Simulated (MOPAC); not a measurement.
MOPAC input (AM1):

```
AM1 FORCE THERMO(298,298) PRECISE LET CHARGE=-1 GEO-OK AUX(PRECISION=9) THREADS=1
CH4N

C     0.04068855 1    0.58435620 1    0.01918219 1
N     0.00632192 1   -0.78654542 1    0.07959359 1
H    -0.97008035 1    1.14412033 1   -0.00036836 1
H    -0.47614872 1   -1.14095104 1   -0.72198715 1
H     0.58435750 1    0.99077588 1    0.92182100 1
H     0.56572441 1    1.06639828 1   -0.89040433 1
```

Q: Which zero-point energy does it print?

A: 30.47 kcal/mol, from the harmonic wavenumbers of AM1.
